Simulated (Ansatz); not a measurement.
Total energies of `FC1C=C1`.

Z-matrix (Å, degrees):
```
C
C 1 1.459
C 1 1.459 2 52.9
F 1 1.387 2 118.4 3 105.6
H 1 1.087 2 124.9 3 -110.3
H 2 1.077 1 147.0 3 -177.4
H 3 1.077 1 147.0 2 177.4
```

Total charge 0; spin multiplicity 1. The structure was optimised at the PBE0-D4/def2-TZVP level. Basis def2-TZVPP, Ansatz 0.2.0.

RPA on PBE orbitals: Hartree–Fock energy of these orbitals -214.73678 Eh, correlation -1.12996 Eh (frozen core).

| functional | energy without D4 (Eh) | D4 term (kJ/mol) |
| --- | --- | --- |
| revPBE | -215.89398 | -34.4 |
| BLYP | -215.90032 | -21.3 |
| r2SCAN | -215.84348 | -2.1 |
| B97M-V | -215.92458 | – |
| BHLYP | -215.84382 | -9.9 |
| CAM-B3LYP | -215.86747 | -7.4 |
| LC-ωPBE | -215.82116 | – |
| ωB97X-V | -215.88874 | – |
| ωB97M-V | -215.88229 | – |
| PBE-QIDH | -215.68477 | – |

**Question.** Give the same for LDA (SPW92), PBE, PBE0, B3LYP, r2SCANh, r2SCAN0, HSE06 (plane-wave form), B2PLYP. (An estimate is asked.)

**Answer.** Computed: 
| functional | energy without D4 (Eh) | D4 term (kJ/mol) |
| --- | --- | --- |
| LDA (SPW92) | -214.24388 | – |
| PBE | -215.71097 | -9.2 |
| PBE0 | -215.71977 | -7.5 |
| B3LYP | -215.95921 | -14.8 |
| r2SCANh | -215.83237 | -2.2 |
| r2SCAN0 | -215.81656 | -2.5 |
| HSE06 (plane-wave form) | -215.70893 | -6.9 |
| B2PLYP | -215.79689 | – |

B3LYP takes the VWN-RPA correlation (the form of Gaussian; ORCA's B3LYP/G). HSE06 is the plane-wave form, built on full-range PBE exchange. The double hybrids freeze the cores in their second-order part.

LC-ωPBE has ω = 0.4 bohr⁻¹.
